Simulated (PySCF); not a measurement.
Process, species as SMILES: FOF + H+ → F[OH+]F
B3LYP-D3(BJ)/def2-TZVP geometries, fixed; electronic energies without zero-point terms; positive where energy is released.

How fast the proton affinity converges with the basis for several methods (PySCF): deviation from each method's own reference, in kcal/mol. References: HF 114.80 kcal/mol, the value in def2-QZVPPD; M06-2X 111.92 kcal/mol, the value in def2-QZVPPD; PBE 115.55 kcal/mol, the value in def2-QZVPPD. All functions are spherical. Density fitting with generated auxiliary sets. In sets without p functions on hydrogen, species with hydrogen take exact integrals. The proton sits at the site shown, which need not be the one that binds it best. No added dispersion term, no relativity. 

```csv
basis,functions,HF,M06-2X,PBE
6-31G*,44,-4.87,0.08,2.28
def2-SV(P),44,-12.36,-7.44,-5.33
pcseg-1,47,-10.03,-7.33,-5.22
6-31+G*,56,-7.65,-5.46,-6.12
6-311+G**,72,-4.50,-4.91,-4.80
"6-311++G(2d,2p)",91,-1.68,-1.45,-1.32
pcseg-2,104,-0.91,-0.44,-0.82
cc-pVTZ,104,-0.35,-0.47,1.78
def2-TZVPP,107,-0.57,-0.06,0.23
jun-cc-pV(T+d)Z,131,-0.65,-1.22,-0.54
aug-cc-pVTZ,161,-0.36,-0.91,-0.27
cc-pVQZ,195,0.13,0.73,1.16
```

Mean absolute deviation over 6-311+G**, 6-311++G(2d,2p), pcseg-2, cc-pVTZ, def2-TZVPP, jun-cc-pV(T+d)Z, aug-cc-pVTZ: HF 1.29, M06-2X 1.35, PBE 1.40 kcal/mol.
